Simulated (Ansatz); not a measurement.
# How far each method lies from RCCSDTQ for P2, singlet

Geometry: MP2(full)/6-31G*, from the G2/97 set.

```xyz
2

P     0.0000    0.0000    0.0000
P     0.0000    0.0000    1.9323
```

Basis cc-pV(T+d)Z; Ansatz 0.2.0. Only valence electrons are correlated (noble-gas cores frozen), which leaves 10 electrons in 68 orbitals. R marks a restricted (for open shells ROHF) determinant, U an unrestricted one.

Full CI isn't at hand for all of this; RCCSDTQ serves as the reference, and is uncertain by about the last step of the cluster series. The frozen core follows each run's orbitals, which can shift R against U totals by a few meV.

Unrestricted rows (U) aren't spin-pure: their determinants' ⟨S²⟩ exceeds S(S+1) by up to 0.85, so they mix in states of higher spin.

```
UHF ⟨S²⟩                          : 0.853
T1 diagnostic (RCCSD)             : 0.0183
largest doubles amplitude (RCCSD) : 0.123
```

Question: From what is known of these methods and the diagnostics, rank them by the size of their error in total energy against RCCSDTQ in cc-pV(T+d)Z, smallest first (an estimate: the text doesn't fix the numbers).
A. RCCSDT(Q)
B. RMP2
C. UMP2
D. UCCSD
E. RHF

Answer: A (0.14 kcal/mol), D (17.23 kcal/mol), B (25.86 kcal/mol), C (49.83 kcal/mol), E (203.46 kcal/mol).

All errors are against RCCSDTQ in cc-pV(T+d)Z. Below it: RCCSDT(Q). Within each family the higher level lies nearer, as is usual though not guaranteed.
